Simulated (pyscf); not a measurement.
formaldehyde (H₂C=O) + hydrogen (H₂) -> formaldehyde (H₂C=O) + hydrogen (H₂) (four-centre exchange; singlet surface; C–H, H–H broken, C–H, H–H formed). Structures and frequencies: ωB97X-D3(BJ)/def2-SVP in PySCF. Energies in kcal/mol from the separated reactants.

| level | barrier | reaction energy |
|---|---|---|
| ωB97X-D3(BJ)/def2-TZVP | (withheld) | 0.0 |
| r²SCAN/def2-TZVP | (withheld) | 0.0 |
| B3LYP-D3(BJ)/def2-TZVP | 67.4 | 0.0 |
| PBE0-D3(BJ)/def2-TZVP | 61.1 | 0.0 |
| ωB97M-D3(BJ)/def2-TZVP | 68.6 | 0.0 |
| HF/def2-TZVP | 89.0 | 0.0 |

Complete the blanks.


- ωB97X-D3(BJ)/def2-TZVP, barrier: 69.6
- r²SCAN/def2-TZVP, barrier: 60.0

The functionals in the table span 9.6 kcal/mol in this barrier, from r²SCAN to ωB97X-D3(BJ)/def2-TZVP. At the saddle there is also a short C–H contact that neither side keeps. One saddle was located; it need not be the lowest between these sides.
